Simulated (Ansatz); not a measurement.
Basis-set series for Al₂H₄S (`[AlH2][S][AlH2]`). The species carries charge 0 and has multiplicity 1. The structure was optimised at the PBE0-D4/def2-TZVP level.

```json
{"functional": "PBE0-D4", "basis": "def2-TZVPP", "functions": "182", "energy (Eh)": "-885.16762", "HOMO (eV)": "-8.16", "LUMO (eV)": "-1.65"}
{"functional": "PBE0-D4", "basis": "def2-QZVPP", "functions": "330", "energy (Eh)": "-885.19475", "HOMO (eV)": "-8.16", "LUMO (eV)": "-1.66"}
{"functional": "ωB97M-V", "basis": "def2-TZVPP", "functions": "182", "energy (Eh)": "-885.47120", "HOMO (eV)": "-10.29", "LUMO (eV)": "0.00"}
{"functional": "ωB97M-V", "basis": "def2-QZVPP", "functions": "330", "energy (Eh)": "-885.49738", "HOMO (eV)": "-10.30", "LUMO (eV)": "-0.10"}
```

Q: Give the rows for def2-SVP. (Best estimate.)

A: The calculation gave: 
| functional | basis | functions | energy (Eh) | HOMO (eV) | LUMO (eV) |
| --- | --- | --- | --- | --- | --- |
| PBE0-D4 | def2-SVP | 74 | -884.85849 | -8.15 | -1.66 |
| ωB97M-V | def2-SVP | 74 | -885.16245 | -10.20 | 0.06 |

Results of the Gaussian-basis code of Ansatz.
